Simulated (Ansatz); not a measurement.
C3H6S3 (`C1SCSCS1`), one more setting.

```yaml
crystal:
  periodic: [false, false, false]
  atoms:
    - {symbol: C, position_ang: [-1.652039, -0.474812, 0.519284]}
    - {symbol: S, position_ang: [-1.052260, -0.804978, -1.458511]}
    - {symbol: C, position_ang: [0.745991, -0.497779, -1.302754]}
    - {symbol: S, position_ang: [1.058594, 1.114851, -0.966456]}
    - {symbol: C, position_ang: [0.514233, 1.372150, 0.677211]}
    - {symbol: S, position_ang: [-1.203810, 0.908644, 1.005725]}
    - {symbol: H, position_ang: [-2.493093, -0.896120, 0.535081]}
    - {symbol: H, position_ang: [-0.738495, -1.605388, 0.960265]}
    - {symbol: H, position_ang: [1.372693, -1.112529, -0.665864]}
    - {symbol: H, position_ang: [1.333984, -0.497050, -2.487391]}
    - {symbol: H, position_ang: [0.723267, 1.997909, 1.389406]}
    - {symbol: H, position_ang: [1.051294, 0.747330, 1.203640]}
basis:
  gaussian: {orbitals: cc-pVTZ-DK}
magnetization: {spin_polarized: true, initial_magnetization: 2}
hamiltonian: {xc: {name: HF}, dispersion: d4}
```

```sh
$ ansatz run in.yaml --threads 2 --pin off --events-out ev --progress --plain --max-ram 22528MiB --backend cuda --devices 0, --max-vram 18GiB
```

Output, abridged:

```
Functional definition: HF
2142 factors; their error is unknown
mean field evaluation 1: about -35715.6240 eV, gradient 2.0e1 eV
mean field evaluation 2: about -35718.4752 eV, gradient 7.7e0 eV
mean field evaluation 4: about -35719.2077 eV, gradient 1.7e0 eV
mean field evaluation 8: about -35719.3627 eV, gradient 3.4e-1 eV
mean field evaluation 16: about -35719.3788 eV, gradient 1.0e-1 eV
mean field evaluation 64: about -35719.6672 eV, gradient 3.2e-1 eV
mean field evaluation 96: about -35719.9986 eV, gradient 2.2e-1 eV
mean field evaluation 160: about -35718.6026 eV, gradient 6.1e-1 eV
mean field evaluation 192: about -35719.4395 eV, gradient 3.9e-1 eV
mean field evaluation 224: about -35719.6713 eV, gradient 2.3e-2 eV
mean field -35720.00422032 eV, -1312.6859432084 hartree, gradient 2.9e-5 eV, S^2 2.054092; 6 other end points of the search recorded, 0 dependent functions left out
reference -35720.00422032 eV, -1312.6859432084 hartree; 37, 35 occupied and 239, 241 virtual orbitals, 2142 factors
Total energy: -35721.59977252 eV, -1312.7445786700 hartree
Relativity: scalar
```

It took 14 s on 2 threads of an AMD EPYC 7R13 on a shared host and a share of an NVIDIA H100 80 GB, with 0.94 GiB of host memory at the peak.
